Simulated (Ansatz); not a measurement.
# Hematite (α-Fe2O3)

Computed with r²SCAN (PAW; Ansatz, an electronic-structure program).

Settings: plane-wave cutoff 560 eV, 8×8×8 k mesh, Fermi–Dirac smearing 0.01 eV, spin-polarised with opposed moments, scalar-relativistic PAW data made under PBE.

Cell (relaxed at this level):

```
Fe2O3
1.0
    4.80877    -2.50404     0.00969
    4.80877     2.50404     0.00969
    3.49653     0.00000     4.14353
Fe O
4 6
Direct
  0.85572   0.85572   0.85572
  0.35572   0.35572   0.35572
  0.14428   0.14428   0.14428
  0.64428   0.64428   0.64428
  0.44250   0.05750   0.75000
  0.05750   0.75000   0.44250
  0.55750   0.94250   0.25000
  0.25000   0.55750   0.94250
  0.94250   0.25000   0.55750
  0.75000   0.44250   0.05750
```
Starting moments (μB, in the order of the record's atoms Fe Fe Fe Fe O O O O O O): 5.0 -5.0 5.0 -5.0 0.0 0.0 0.0 0.0 0.0 0.0.

```
Property                                           Value
-----------------------------------------------  -------
bulk modulus                                     210 GPa
band gap                                         1.51 eV
smallest direct gap on the k points sampled      1.52 eV
direct gap at Γ                                  2.18 eV
magnetic moment (largest site, within a sphere)  3.70 μB
pressure derivative B′ of the bulk modulus           4.0
```

Measured, for comparison: band gap 2.6 eV (temperature not stated, no zero-point or thermal correction, photoemission and inverse photoemission; as tabulated in Parkinson (2016), arXiv:1602.06774); bulk modulus 204 GPa (300 K, copied from a table, unchecked, no zero-point or thermal correction, our sources range from 204 to 231; as tabulated in BurnMan's mineral tables). Computed (rounded) less measured: band gap -1.09 eV, bulk modulus not scored (sources differ).

Note: without U or exact exchange, gaps and moments of open d shells tend to come out too small; the bulk modulus comes from volumes at which shape and atoms were relaxed.

Moments are spin moments.

The computed numbers hold no vibrational or temperature effects.

The result took about 70 core-minutes (a rough figure).
